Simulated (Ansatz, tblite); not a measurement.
# The cluster YHO₂: one state, many levels

How do method and basis change the picture of the cluster YHO₂ (singlet)?

Computed with Ansatz 0.2.0, Gaussian basis. Level: as each input shows.

Levels to be run: GFN1-xTB, GFN2-xTB, PBE-D4/def2-TZVP, r2SCAN-D4/def2-TZVP, r2SCAN0-D4/def2-TZVP, LC-ωPBE/def2-TZVP, r2SCANh-D4/def2-TZVP, BLYP-D4/def2-TZVP, LDA/def2-TZVP, HF/def2-TZVP, B3LYP-D4/def2-TZVP, LC-ωPBE(0.10)/def2-TZVP, LC-ωPBE(0.15)/def2-TZVP, LC-ωPBE(0.20)/def2-TZVP, LC-ωPBE(0.30)/def2-TZVP, PBE-D4/def2-SVP, PBE0-D4/def2-SVP, PBE0-D4/def2-TZVPD, PBE-D4/def2-TZVPD, r2SCAN-D4/def2-TZVPD, CCSD(T)/def2-TZVPP, MP2/def2-TZVP, RPA/def2-TZVP, CCSD(T)/def2-TZVPD.

3 further runs of the same task are left out: 3 set aside as unsound or not needed. Runs told in other sessions of the task aren't counted.

## (1) The structure

The singlet was relaxed beforehand with PBE-D4/def2-TZVP. At that level it is the lowest of the isomers that a small search found.

4 atoms, charge 0, spin multiplicity 1.

Bond lengths: Y1–O2 2.003 Å, Y1–O3 2.003 Å, Y1–H4 2.010 Å, O2–O3 1.504 Å. Angles: O2–Y1–O3 44.1°, O2–Y1–H4 114.4°, O3–Y1–H4 114.5°, Y1–O2–O3 67.9°, Y1–O3–O2 67.9°.

Y takes a core potential in the def2 sets. No spin-orbit coupling is included.

PBE0-D4/def2-TZVP was run before; its log isn't repeated, and its numbers join the tables.

## (2) GFN1-xTB

Tight binding, by tblite at 300 K electronic temperature and without a spin-polarisation term:

```python
tblite.interface.Calculator('GFN1-xTB', numbers, positions, charge=0, uhf=0).singlepoint()
```

Energy -294.9968 eV, HOMO -11.21 eV, LUMO -9.37 eV; 0.003 s.

## (3) GFN2-xTB

Tight binding, by tblite at 300 K electronic temperature and without a spin-polarisation term:

```python
tblite.interface.Calculator('GFN2-xTB', numbers, positions, charge=0, uhf=0).singlepoint()
```

Energy -266.0930 eV, HOMO -10.76 eV, LUMO -9.87 eV; 0.004 s.

## (4) PBE-D4/def2-TZVP

start.molden holds the orbitals of an earlier run on this state, given as this run's starting guess.

in.yaml

```yaml
crystal:
  periodic: [false, false, false]
  atoms:
    - {symbol: Y, position_ang: [-0.804019, -0.023962, -0.224011]}
    - {symbol: O, position_ang: [1.017101, -0.551715, -0.869991]}
    - {symbol: O, position_ang: [0.907131, 0.930821, -0.639345]}
    - {symbol: H, position_ang: [-1.120204, -0.355144, 1.733347]}
basis:
  gaussian: {orbitals: def2-TZVP, initial_orbitals: start.molden}
hamiltonian: {xc: pbe, dispersion: d4}
scf: {omitted_lower_state_checks: [starts]}
output: {orbitals: {seedname: orbitals}}
```

Launch:

```console
> ansatz run in.yaml --threads 4 --pin off --events-out ev --progress --plain --max-ram 3916MiB
```

After this run come: r2SCAN-D4/def2-TZVP; r2SCAN0-D4/def2-TZVP; LC-ωPBE/def2-TZVP; r2SCANh-D4/def2-TZVP; BLYP-D4/def2-TZVP; LDA/def2-TZVP; HF/def2-TZVP; B3LYP-D4/def2-TZVP; LC-ωPBE(0.10)/def2-TZVP; LC-ωPBE(0.15)/def2-TZVP; LC-ωPBE(0.20)/def2-TZVP; LC-ωPBE(0.30)/def2-TZVP; PBE-D4/def2-SVP; PBE0-D4/def2-SVP; PBE0-D4/def2-TZVPD; PBE-D4/def2-TZVPD; r2SCAN-D4/def2-TZVPD; CCSD(T)/def2-TZVPP; MP2/def2-TZVP; RPA/def2-TZVP; CCSD(T)/def2-TZVPD.

Before running them: what should the planned runs give, taken together? Wanted: gap in def2-TZVP, named functionals and Hartree-Fock, smallest and largest; gap over the ω; correlation energy, CCSD(T)/def2-TZVPP; correlation energy, MP2/def2-TZVP; correlation energy, CCSD(T)/def2-TZVPD; PBE0 total energy, smallest basis above largest.

The runs gave:

| quantity | value |
| --- | --- |
| gap in def2-TZVP, named functionals and Hartree-Fock, smallest and largest | 1.96 eV (BLYP-D4), 9.26 eV (HF) |
| gap over the ω (1/bohr) | 4.85 eV at 0.1, 8.23 eV at 0.4 |
| correlation energy, CCSD(T)/def2-TZVPP | -21.28 eV |
| correlation energy, MP2/def2-TZVP | -19.83 eV |
| correlation energy, CCSD(T)/def2-TZVPD | -20.86 eV |
| PBE0 total energy, smallest basis above largest | 5.34 eV (def2-SVP, def2-TZVPD) |

**Reading.** Over the named functionals and Hartree-Fock in def2-TZVP the gap runs from 1.96 eV (BLYP-D4) to 9.26 eV (HF); exact exchange widens it. Raising the ω (1/bohr) from 0.1 to 0.4 moves the HOMO by -2.57 eV and the LUMO by +0.80 eV.
